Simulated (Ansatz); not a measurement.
Two isomers of C2H3N: A = `C1=CN1`, B = `[C-]#[N+]C`.

Calculated with Ansatz (gas phase, PBE0-D4/def2-TZVP geometries, no zero-point term in ΔE). CBS: MP2 limit from def2 TZ/QZ plus the TZ coupled-cluster correction, frozen cores. This one scheme is used for every species. Functionals use def2-TZVPP. B3LYP here is the variant with VWN-RPA as its local correlation; programs differ in this.

Q: Which isomer does CCSD(T)/CBS put lower? Give the gap. (Best estimate.)

A: Ansatz gave: B, by 56.4 kcal/mol.

Q: Give E(B) − E(A) in kcal/mol with BLYP-D4, B2PLYP, r2SCAN-D4, B3LYP, HF/def2-TZVPP, LDA (SPW92), CCSD(T)/def2-TZVPP. (An estimate is asked.)

A: Computed: BLYP-D4 -57.0, B2PLYP -59.1, r2SCAN-D4 -55.1, B3LYP -58.5, HF/def2-TZVPP -71.7, LDA (SPW92) -48.0, CCSD(T)/def2-TZVPP -58.5. None reverses the order clearly.

Q: Does the order hold for the free energy at 298.15 K (harmonic terms from PBE0-D4)? (An estimate is asked.)

A: Computed: Yes: G(B) − G(A) = -55.1 kcal/mol.

Largest T1 diagnostic: 0.014.

From PBE to PBE0 (25 % exact exchange), in def2-TZVPP and without D4, E(B) − E(A) moves by −2.6 kcal/mol. Leaving LDA and LC-ωPBE aside and taking each functional with its dispersion term where it has one, the values, not all of them listed here, spread over 11.0 kcal/mol, from BHLYP-D4 to PBE-D4. LDA lies +3.3 kcal/mol from PBE without D4.
